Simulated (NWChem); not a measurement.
# SiS (SMILES [Si-]#[S+]): M06-HF/STO-3G (COSMO-KS cs2), part 1 of 2

Aim: the energy change on altering one bond length of SiS at M06-HF/STO-3G (COSMO-KS cs2), from 2 runs. 

The calculation is run with NWChem 7.3.0.

3 further runs of the same task are left out: 2 that didn't finish, 1 set aside as unsound or not needed.

### Step 1. The system as given

The species is SiS (2 atoms), meant as a singlet with charge 0. As SMILES, `[Si-]#[S+]`. The bond length is the measured one.

Bond lengths: Si1–S2 1.929 Å.

### Step 2. Energy and gradient at M06-HF/STO-3G (COSMO-KS cs2)

work.nw reads:

```
echo
START work
TITLE "SSi gradient"
memory 2200 mb
GEOMETRY noautoz
 Si    0.000000    0.000000    0.000000
 S     0.000000    0.000000    1.929321
END
BASIS spherical
 * library STO-3G
END
COSMO
 solvent cs2
 do_cosmo_ks true
END
DFT
 xc m06-hf
 grid fine
 mulliken
END
TASK dft gradient
```

Command:

```bash
$ nwchem work.nw > work.out
```

Standard output:

```text
============================== echo of input deck ==============================
echo
START work
TITLE "SSi gradient"
memory 2200 mb
GEOMETRY noautoz
 Si    0.000000    0.000000    0.000000
 S     0.000000    0.000000    1.929321
END
BASIS spherical
 * library STO-3G
END
COSMO
 solvent cs2
 do_cosmo_ks true
END
DFT
 xc m06-hf
 grid fine
 mulliken
END
TASK dft gradient
================================================================================

             Northwest Computational Chemistry Package (NWChem) 7.3.0
             --------------------------------------------------------

           Job information
           ---------------

    nwchem branch   = 7.3.0
    use scalapack   = T
    input           = work.nw
    prefix          = work.
    data base       = ./work.db
    status          = startup
    nproc           =        1

           Memory information
           ------------------

    heap     =     72089594 doubles =      550.0 Mbytes
    stack    =     72089599 doubles =      550.0 Mbytes
    global   =    144179200 doubles =     1100.0 Mbytes (distinct from heap & stack)
    total    =    288358393 doubles =     2200.0 Mbytes
    verify   = yes
    hardfail = no

           Directory information
           ---------------------

  0 permanent = .
  0 scratch   = .

                                NWChem Input Module
                                -------------------

                                   SSi gradient
                                   ------------

 Scaling coordinates for geometry "geometry" by  1.889725989
 (inverse scale =  0.529177249)

 ORDER OF PRIMARY AXIS IS BEING SET TO 4
 C4V symmetry detected

                             Geometry "geometry" -> ""
                             -------------------------

 Output coordinates in angstroms (scale by  1.889725989 to convert to a.u.)

  No.       Tag          Charge          X              Y              Z
 ---- ---------------- ---------- -------------- -------------- --------------
    1 Si                  14.0000     0.00000000     0.00000000    -1.02897120
    2 S                   16.0000     0.00000000     0.00000000     0.90034980

      Atomic Mass
      -----------

      Si                27.976930
      S                 31.972070

 Effective nuclear repulsion energy (a.u.)      61.4390781917

            Nuclear Dipole moment (a.u.)
            ----------------------------
        X                 Y               Z
 ---------------- ---------------- ----------------
     0.0000000000     0.0000000000     0.0000000000

      Symmetry information
      --------------------

 Group name             C4v
 Group number             18
 Group order               8
 No. of unique centers     2

      Symmetry unique atoms

     1    2

            XYZ format geometry
            -------------------
     2
 geometry
 Si                    0.00000000     0.00000000    -1.02897120
 S                     0.00000000     0.00000000     0.90034980

 ==============================================================================
                                internuclear distances
 ------------------------------------------------------------------------------
       center one      |      center two      | atomic units |  angstroms
 ------------------------------------------------------------------------------
    2 S                |   1 Si               |     3.64589  |     1.92932
 ------------------------------------------------------------------------------
                         number of included internuclear distances:          1
 ==============================================================================

 Summary of "ao basis" -> "" (spherical)
 ------------------------------------------------------------------------------
       Tag                 Description            Shells   Functions and Types
 ---------------- ------------------------------  ------  ---------------------
 *                           STO-3G                   on all atoms

                                 NWChem DFT Module
                                 -----------------

                                   SSi gradient

                      Basis "ao basis" -> "ao basis" (spherical)
                      -----
  [basis functions not shown]

 Summary of "ao basis" -> "ao basis" (spherical)
 ------------------------------------------------------------------------------
       Tag                 Description            Shells   Functions and Types
 ---------------- ------------------------------  ------  ---------------------
 Si                          STO-3G                  5        9   3s2p
 S                           STO-3G                  5        9   3s2p

 Summary of "ao basis" -> "ao basis" (spherical)
 ------------------------------------------------------------------------------
       Tag                 Description            Shells   Functions and Types
 ---------------- ------------------------------  ------  ---------------------
 Si                          STO-3G                  5        9   3s2p
 S                           STO-3G                  5        9   3s2p

      Symmetry analysis of basis
      --------------------------

        a1         10
        a2          0
        b1          0
        b2          0
        e           8

 in cosmo_initialize ...
 calling solv_data for solv:cs2

 solvent parameters
 solvname_short: cs2
 solvname_long:  carbon disulfide
 dielec:        2.6105

[... 43 lines left out ...]
          Convergence on energy requested:  1.00D-06
          Convergence on density requested:  1.00D-05
          Convergence on gradient requested:  5.00D-04
[... 19 lines left out ...]
          Spatial weights used:  Erf1
[... 1 line left out ...]
          Convergence Information
[... 1 line left out ...]
          Convergence aids based upon iterative change in
          total energy or number of iterations.
[... 66 lines left out ...]
   convergence    iter        energy       DeltaE   RMS-Dens  Diis-err    time
[... 17 lines left out ...]
   convergence    iter        energy       DeltaE   RMS-Dens  Diis-err    time
[... 9 lines left out ...]
         Total DFT energy =     -679.875982329855
      One electron energy =    -1070.334521554301
           Coulomb energy =      375.845464854877
    Exchange-Corr. energy =      -46.837188938511
 Nuclear repulsion energy =       61.439078191723
[... 1 line left out ...]
             COSMO energy =        0.011185116357
[... 8 lines left out ...]
                 gas phase energy =      -679.874367507633
                 sol phase energy =      -679.875982329855
 (electrostatic) solvation energy =         0.001614822222 (    1.01 kcal/mol)
[... 12 lines left out ...]
                       DFT Final Molecular Orbital Analysis
[... 105 lines left out ...]
 Vector   15  Occ=2.000000D+00  E=-2.425617D-01  Symmetry=e
              MO Center=  2.0D-23,  7.4D-25,  4.6D-01, r^2= 1.6D+00
   Bfn.  Coefficient  Atom+Function         Bfn.  Coefficient  Atom+Function
  ----- ------------  ---------------      ----- ------------  ---------------
    16      0.870810  2 S  px                 7      0.440654  1 Si px
    12     -0.271007  2 S  px                 3     -0.159346  1 Si px
    17      0.032916  2 S  py

 Vector   16  Occ=0.000000D+00  E= 1.947691D-01  Symmetry=e
              MO Center=  2.0D-24, -9.2D-25, -5.9D-01, r^2= 2.0D+00
   Bfn.  Coefficient  Atom+Function         Bfn.  Coefficient  Atom+Function
  ----- ------------  ---------------      ----- ------------  ---------------
     7      0.860048  1 Si px                16     -0.522814  2 S  px
     8     -0.402998  1 Si py                 3     -0.286271  1 Si px
    17      0.244978  2 S  py                12      0.152357  2 S  px
     4      0.134140  1 Si py                13     -0.071391  2 S  py

 Vector   17  Occ=0.000000D+00  E= 1.947691D-01  Symmetry=e
              MO Center=  1.8D-24,  3.9D-24, -5.9D-01, r^2= 2.0D+00
   Bfn.  Coefficient  Atom+Function         Bfn.  Coefficient  Atom+Function
  ----- ------------  ---------------      ----- ------------  ---------------
     8      0.860048  1 Si py                17     -0.522814  2 S  py
     7      0.402998  1 Si px                 4     -0.286271  1 Si py
    16     -0.244978  2 S  px                13      0.152357  2 S  py
     3     -0.134140  1 Si px                12      0.071391  2 S  px

 Vector   18  Occ=0.000000D+00  E= 4.884741D-01  Symmetry=a1
              MO Center=  3.0D-18,  2.1D-17, -2.6D-01, r^2= 1.8D+00
   Bfn.  Coefficient  Atom+Function         Bfn.  Coefficient  Atom+Function
  ----- ------------  ---------------      ----- ------------  ---------------
     9      1.100156  1 Si pz                18      0.957796  2 S  pz
    15     -0.603617  2 S  s                  6      0.563043  1 Si s
     5     -0.305280  1 Si pz                14     -0.243111  2 S  pz
     2     -0.101928  1 Si s                 11      0.086635  2 S  s
     1      0.032653  1 Si s                 10     -0.032044  2 S  s

     ---------------------------------------------
      Total Density - Mulliken Population Analysis
     ---------------------------------------------

    Atom       Charge   Shell Charges
 -----------   ------   -------------------------------------------------------
    1 Si  14    13.72   2.00  2.00  5.89  1.89  1.95
    2 S   16    16.28   2.00  2.00  5.97  1.94  4.38

     -------------------------------------------
      Total Density - Lowdin Population Analysis
     -------------------------------------------

    Atom       Charge   Shell Charges
 -----------   ------   -------------------------------------------------------
    1 Si  14    13.78   2.00  2.00  5.82  1.86  2.10
    2 S   16    16.22   2.00  2.00  5.94  1.87  4.41

 center of mass
 --------------
 x =   0.00000000 y =   0.00000000 z =  -0.00004440

 moments of inertia (a.u.)
 ------------------
         198.333247367081           0.000000000000           0.000000000000
           0.000000000000         198.333247367081           0.000000000000
           0.000000000000           0.000000000000           0.000000000000

     Multipole analysis of the density
     ---------------------------------

     L   x y z        total         alpha         beta         nuclear
     -   - - -        -----         -----         ----         -------
     0   0 0 0     -0.000000    -15.000000    -15.000000     30.000000

     1   1 0 0      0.000000      0.000000      0.000000      0.000000
[... 8 lines of this table left out ...]
     2   0 0 2    -17.771227    -58.510945    -58.510945     99.250663

            General Information
            -------------------
          SCF calculation type: DFT
          Wavefunction type:  closed shell.
          No. of atoms     :     2
          No. of electrons :    30
           Alpha electrons :    15
            Beta electrons :    15
          Charge           :     0
          Spin multiplicity:     1
          Use of symmetry is: on ; symmetry adaption is: on
          Maximum number of iterations:  50
          AO basis - number of functions:    18
                     number of shells:    10
          Convergence on energy requested:  1.00D-06
          Convergence on density requested:  1.00D-05
          Convergence on gradient requested:  5.00D-04

              XC Information
              --------------
                       M06-HF Method XC Functional
                     Hartree-Fock (Exact) Exchange  1.000
                        M06-HF Exchange Functional  1.000
                      M06-HF Correlation Potential  1.000

             Grid Information
             ----------------
          Grid used for XC integration:  fine
          Radial quadrature: Mura-Knowles
          Angular quadrature: Lebedev.
          Tag              B.-S. Rad. Rad. Pts. Rad. Cut. Ang. Pts.
          ---              ---------- --------- --------- ---------
          Si                  1.10      123           7.0       770
          S                   1.00      123           7.0       770
          Grid pruning is: on
          Number of quadrature shells:   246
          Spatial weights used:  Erf1

          Convergence Information
          -----------------------
          Convergence aids based upon iterative change in
          total energy or number of iterations.
          Levelshifting, if invoked, occurs when the
          HOMO/LUMO gap drops below (HL_TOL):  1.00D-02
          DIIS, if invoked, will attempt to extrapolate
          using up to (NFOCK): 10 stored Fock matrices.

                    Damping( 0%)  Levelshifting(0.5)       DIIS
                  --------------- ------------------- ---------------
          dE  on:    start            ASAP                start
          dE off:    2 iters         50 iters            50 iters

      Screening Tolerance Information
      -------------------------------
          Density screening/tol_rho:  1.00D-10
          AO Gaussian exp screening on grid/accAOfunc:  14
          CD Gaussian exp screening on grid/accCDfunc:  20
          XC Gaussian exp screening on grid/accXCfunc:  20
          Schwarz screening/accCoul:  1.00D-08

                            NWChem DFT Gradient Module
                            --------------------------

                                   SSi gradient

  charge          =   0.00
  wavefunction    = closed shell

  Using symmetry

                         DFT ENERGY GRADIENTS

    atom               coordinates                        gradient
                 x          y          z           x          y          z
   1 Si      0.000000   0.000000  -1.944474    0.000000   0.000000  -0.049310
   2 S       0.000000   0.000000   1.701414    0.000000   0.000000   0.049310

                 ----------------------------------------
                 |  Time  |  1-e(secs)   |  2-e(secs)   |
                 ----------------------------------------
                 |  CPU   |       0.01   |       0.23   |
                 ----------------------------------------
                 |  WALL  |       0.01   |       0.23   |
                 ----------------------------------------

 Task  times  cpu:        2.1s     wall:        2.1s
 Total times  cpu:        2.1s     wall:        2.1s
```

Run time: 2.7 s. Hardware: 1 thread of Intel Xeon Platinum 8259CL at 2.50GHz (Skylake/Cascade Lake), shared host; peak memory 0.18 GiB.

(Continued in part 2 of 2.)
